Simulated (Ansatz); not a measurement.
Abridged output of a molecular run in Ansatz:

```
Functional definition: HF
1639 factors; integrals over basis functions are off by at most 8.4e-4 eV
mean field evaluation 1: about -8401.2192 eV, gradient 4.0e1 eV
mean field evaluation 2: about -8401.5278 eV, gradient 4.0e1 eV
mean field evaluation 4: about -8405.4218 eV, gradient 4.5e0 eV
mean field evaluation 8: about -8405.4871 eV, gradient 2.7e-1 eV
mean field -8405.48742163 eV, -308.8959653010 hartree, gradient 2.1e-6 eV, S^2 0.000000; 0 other end points of the search recorded, 0 dependent functions left out
6 core orbitals not correlated: weight in the atoms' cores, before any rotation towards them, 1.000 or more for the frozen orbitals, at most 0.000 for the correlated occupied ones
reference -8405.48742163 eV, -308.8959653010 hartree; 17, 17 occupied and 247, 247 virtual orbitals, 1639 factors
second order -29.81963399 eV of doubles, -0.00000000 eV of singles
cycle   1  -29.92322382 eV  change   -1.0e-1 eV  update   1.2e-1
cycle   2  -30.61487796 eV  change   -6.9e-1 eV  update   3.7e-2
cycle   3  -30.79020129 eV  change   -1.8e-1 eV  update   1.8e-2
cycle   4  -30.78246815 eV  change    7.7e-3 eV  update   5.0e-3
cycle   5  -30.78080502 eV  change    1.7e-3 eV  update   2.1e-3
cycle   6  -30.78243979 eV  change   -1.6e-3 eV  update   6.3e-4
cycle   7  -30.78238554 eV  change    5.4e-5 eV  update   2.3e-4
cycle   8  -30.78228767 eV  change    9.8e-5 eV  update   7.1e-5
cycle   9  -30.78231846 eV  change   -3.1e-5 eV  update   3.0e-5
cycle  10  -30.78233597 eV  change   -1.8e-5 eV  update   1.0e-5
perturbative correction -1.30771647 eV, -0.0480576938 hartree
Total energy: -8437.57747407 eV, -310.0752529766 hartree
```

Its atoms:

Cartesian coordinates in Å:
```
C 2.1523 -1.0603 0.8499
C 1.3162 -0.2918 0.2190
C 0.4482 0.4462 -0.4146
F 0.8121 1.6404 -0.9173
C -0.9793 0.0919 -0.6587
N -1.8672 1.0106 0.0328
H 2.2934 -0.9845 1.9246
H 2.7484 -1.8017 0.3247
H -1.1658 0.1847 -1.7343
H -1.1059 -0.9667 -0.3948
H -1.8282 0.8579 1.0326
H -2.8243 0.8733 -0.2637
```

(1) Which basis set was used?
A. def2-TZVPP
B. def2-SVPD
C. def2-SVP
D. def2-TZVPPD

(2) Write the keys of the input that set method, charge and spin (a neutral closed shell needs none for the last two).

Results:

(1) A. It gives 270 functions.

(2) 
```yaml
correlation: {method: ccsd_t}
```
